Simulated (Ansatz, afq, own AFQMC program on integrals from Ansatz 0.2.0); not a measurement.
## Sc, quartet: AFQMC among the cluster methods

A free Sc atom.

Basis def2-TZVP. Only valence electrons are correlated. Integrals, coupled cluster, full CI and functionals: Ansatz 0.2.0; the random walks run on the same integrals in our own AFQMC program. ph-AFQMC/CISD is guided by a CISD state made of CCSD amplitudes; releasing the constraint for a short imaginary time cuts its bias at the price of noise, slowly where states lie close. Uncertainties: one standard error, sampling alone. The metal's outer-core s and p shells are frozen, which shifts wave-function levels against functionals.

Determinant: UHF, the one that the program's search chose, which needn't be the lowest solution.

Full CI on the same integrals is exact in this basis and with this determinant's frozen core.

Cautions: no relativity below Rb; outer-core shells of the metal frozen; another spin lies lower (by 1.61 eV).

```
T1 diagnostic                               : 0.0166
weight of the determinant in the CISD state : 0.981
⟨S²⟩ of the determinant                     : 3.752
size of the correlated space                : 3 electrons in 36 orbitals
```

```json
{"level": "MP2", "correlation energy (eV)": "-0.3035"}
{"level": "CCSD", "correlation energy (eV)": "-0.4402"}
{"level": "CCSD(T)", "correlation energy (eV)": "-0.4441"}
```

Estimate where AFQMC with the constraint released lies against CCSD(T) on the same integrals.

0.06 ± 0.04 kcal/mol below CCSD(T). The gap is under twice the noise, so this walk alone can't tell the two apart.

Reference: full CI, correlation energy -0.446 eV. The released energy is read at 2.40 1/Eh (meV from the phaseless value at times in 1/Eh: -1.1 ± 1.0 at 0.24, -1.8 ± 1.3 at 0.51, -1.4 ± 1.5 at 0.99, -2.5 ± 1.3 at 1.62, -4.0 ± 1.6 at 2.40).

```
         level  E − E(reference) (kcal/mol)  share of correlation (%)
       CCSD(T)                         0.05                     99.48
 ph-AFQMC/CISD                  0.09 ± 0.02                     99.16
released AFQMC                 -0.01 ± 0.04                    100.06
```

A walk keeps the symmetry of its determinant, which the program's search chose and which needn't be the lowest solution, so a lower state of the same spin and another symmetry isn't excluded. Released energies are given only where the last usable release times agree within the noise; a slower fall can still hide under it.
